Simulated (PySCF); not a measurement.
All values below come from PBE-D3(BJ)/def2-TZVP in PySCF. Isolated molecules, 0 K electronic values unless said otherwise. 

Reference species (SMILES): `N#CO` (neutral, multiplicity 1).

```
Quantity        Value
-------------  ------
dipole moment  3.99 D
```

Changed species: `C=CC#N` (whole molecule; the reference has whole molecule).

**Question.** Predict the effect on the dipole moment.

**Answer.** the dipole moment falls by 0.09 D, to 3.90 D.
